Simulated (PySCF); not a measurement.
Identify the unknown among the candidates.

All candidates are C5H10.

| technique | computed result |
| --- | --- |
| Valence photoelectron | vertical ionisation energy: 10.02 eV [ΔSCF B3LYP/def2-SVPD] |
| XPS | C1s 290.4 (×2), C1s 290.5, C1s 290.5, C1s 290.5 eV [ΔSCF SCAN, pcX-2 on the ionised atom, pcseg-1 elsewhere, spin-free X2C] |
| Couplings | largest of the computed one-bond spin–spin couplings (means over like bonds): 13C–1H +168.4 (×2), 13C–1H +166.5 (×2), 13C–1H +162.5, 13C–1H +131.8 (×3), 13C–1H +130.3 (×2), 13C–13C +45.8, 13C–13C +37.1, 13C–13C +15.4 (×2) Hz [B3LYP/pcJ-1, spin–dipole term left out] |
| Dipole | 0.11 D [B3LYP/def2-SVPD] |
| UV, strongest line | among the 10 lowest singlet transitions: S4 at 7.86 eV (158 nm, f = 0.049) [TDDFT B3LYP/def2-SVPD] |
| UV, first state | lowest singlet excitation: 7.44 eV (167 nm, f = 0.013) [TDDFT B3LYP/def2-SVPD] |
| Rotational structure | rotational constants A, B, C: 11.889, 3.124, 2.814 GHz [PBE0-D3(BJ)/def2-SVP] |
| Triplet | lowest triplet excitation (Tamm–Dancoff): 7.31 eV [TDA B3LYP/def2-SVPD] |
| Polarisability | 60.6 au [B3LYP/def2-SVPD] |

Electronic properties: PySCF, gas phase, density fitting. Levels stand in brackets. Isolated species at its PBE0-D3(BJ)/def2-SVP geometry (one conformer only).

Problem. Which candidate is it?
A. `CC=C(C)C`
B. `C=CC(C)C`
C. `CCC1CC1`

Solution. C. It is `CCC1CC1`. Numbering: `[CH3:1][CH2:2][CH:3]1[CH2:4][CH2:5]1`. Its formula, C5H10, gives 1 degree of unsaturation: 1 ring and 0 π bonds in the structure found. The couplings run between: +168.4 Hz, three-membered-ring carbon [C4] and its hydrogen (with 1 like pair); +166.5 Hz, three-membered-ring carbon [C4] and its hydrogen (with 1 like pair); +162.5 Hz, three-membered-ring carbon [C3] and its hydrogen; +131.8 Hz, methyl carbon [C1] and its hydrogen (with 2 like pairs); +130.3 Hz, chain CH2 carbon [C2] and its hydrogen (with 1 like pair); +45.8 Hz, chain CH2 carbon [C2] and three-membered-ring carbon [C3]; +37.1 Hz, methyl carbon [C1] and chain CH2 carbon [C2]; +15.4 Hz, three-membered-ring carbon [C3] and three-membered-ring carbon [C4] (with 1 like pair). The core levels belong to: C1s 290.4 eV, three-membered-ring carbon [C4/C5]; C1s 290.5 eV, three-membered-ring carbon [C3]; C1s 290.5 eV, methyl carbon [C1]; C1s 290.5 eV, chain CH2 carbon [C2]. One atom of each topological class was ionised and stands for its class. The first electron is taken from the HOMO, whose largest Löwdin shares are 0.32 on a three-membered-ring carbon, 0.20 on a three-membered-ring carbon, 0.17 on a three-membered-ring carbon and 0.09 on the chain CH2 carbon. The optimised geometry has point group C1 and is an asymmetric top.

The others, at the same levels:
- `C=CC(C)C` fails: its computed core binding energies are C1s 290.0, C1s 290.3, C1s 290.4 (×2), C1s 290.7 eV and rotational constant A is 7.542 GHz (against 11.889 GHz).
- `CC=C(C)C` fails: its computed core binding energies are C1s 289.7, C1s 290.1, C1s 290.5, C1s 290.5, C1s 290.5 eV, rotational constant A is 8.070 GHz (against 11.889 GHz) and smallest rotational constant is 2.571 GHz (against 2.814 GHz).

Each candidate is one conformer, not necessarily the lowest. Dipoles, sizes and rotational constants follow the conformer. The torsions of the flexible species, by atom-mapped SMILES:
- `[CH3:1][CH2:2][CH:3]1[CH2:4][CH2:5]1`: C1–C2–C3–C4 -82°
- `[CH2:1]=[CH:2][CH:3]([CH3:4])[CH3:5]`: C1–C2–C3–C4 -118°
